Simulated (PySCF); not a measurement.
Structure problem from calculated spectra and properties.

Formula: C3H4O4.

* NMR, other nuclei: isotropic shieldings of nuclei other than C and H, by class: -106 (2 O), 112 (2 O) ppm [GIAO PBE0/pcSseg-1]
* 13C NMR: chemical shifts (computed TMS as zero) by class: 170.7 (2 C), 38.0 (1 C) ppm [GIAO PBE0/pcSseg-1]
* Rotational structure: rotational constants A, B, C: 5.810, 1.626, 1.572 GHz [PBE0-D3(BJ)/def2-SVP]
* Couplings: largest of the computed one-bond spin–spin couplings (means over like bonds): 13C–1H +136.6 (×2), 17O–1H -74.6 (×2), 13C–13C +63.8 (×2), 17O–13C +32.5 (×2), 17O–13C +30.2 (×2) Hz [B3LYP/pcJ-1, spin–dipole term left out]
* 1H NMR: chemical shifts (computed TMS as zero) by class: 5.81 (2 H), 3.24 (2 H) ppm [GIAO PBE0/pcSseg-1]
* Dipole: 2.38 D [PBE0/pcSseg-1]

The electronic properties come from PySCF, for the isolated species, density fitting. Levels stand in brackets. Isolated species at its PBE0-D3(BJ)/def2-SVP geometry (one conformer only). NMR classes are plain means over equivalent atoms (diastereotopic ones count apart unless rotation or inversion swaps them), as if these changed places fast.

Question: What is the compound? Reason from the data.

Answer: Numbering: `[O:1]=[C:2]([OH:3])[CH2:4][C:5](=[O:6])[OH:7]`. Its formula, C3H4O4, gives 2 degrees of unsaturation: 0 rings and 2 π bonds in the structure found. 3 carbons fall into 2 classes; from least to most shielded: carboxylic acid carbon [C2/C5] (170.7 ppm, 2 C), sp3 carbon next to a carbonyl [C4] (38.0 ppm). Hydrogen classes from least to most shielded: 2 H on 2 acid hydroxyl oxygens, O3/O7 (5.81 ppm), 2 H on an sp3 carbon next to a carbonyl, C4 (3.24 ppm). The other shieldings belong to: -106 ppm, acid carbonyl oxygen [O1/O6]; 112 ppm, acid hydroxyl oxygen [O3/O7]. The couplings run between: +136.6 Hz, sp3 carbon next to a carbonyl [C4] and its hydrogen (with 1 like pair); -74.6 Hz, acid hydroxyl oxygen [O3] and its hydrogen (with 1 like pair); +63.8 Hz, carboxylic acid carbon [C2] and sp3 carbon next to a carbonyl [C4] (with 1 like pair); +32.5 Hz, acid hydroxyl oxygen [O3] and carboxylic acid carbon [C2] (with 1 like pair); +30.2 Hz, acid carbonyl oxygen [O1] and carboxylic acid carbon [C2] (with 1 like pair). By its constants the optimised geometry is an asymmetric top. Structure: malonic acid, `O=C(O)CC(=O)O`. The assignments are read from this structure; whether some other isomer fits the data as well wasn't checked.

The values belong to the conformer `[O:1]=[C:2]([OH:3])[CH2:4][C:5](=[O:6])[OH:7]`: O1–C2–C4–C5 53°, C2–C4–C5–O6 39°, H–O3–C2–O1 0°, H–O7–C5–C4 -178°.
